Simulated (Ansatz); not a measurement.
**How the elastic constant C12 of zinc-blende CdSe moves with the method**

No measured value is used here.

```csv
level (code),value (GPa),cell (Å³/atom)
LDA (Ansatz),51.7,27.10
PBE (Ansatz),39.0,29.73
r²SCAN (Ansatz),45.9,28.84
HSE06 (Ansatz),44.0,28.99
Hartree–Fock (Ansatz),…,31.25
```

Complete the blanks.


- Hartree–Fock (Ansatz, a program for electronic structure), value (GPa): 40.2

Each level is taken at its own relaxed cell. Cutoffs and k meshes differ between the levels. Ansatz's density-functional and Hartree–Fock values are scalar-relativistic unless marked +SOC, with PAW data made under PBE.
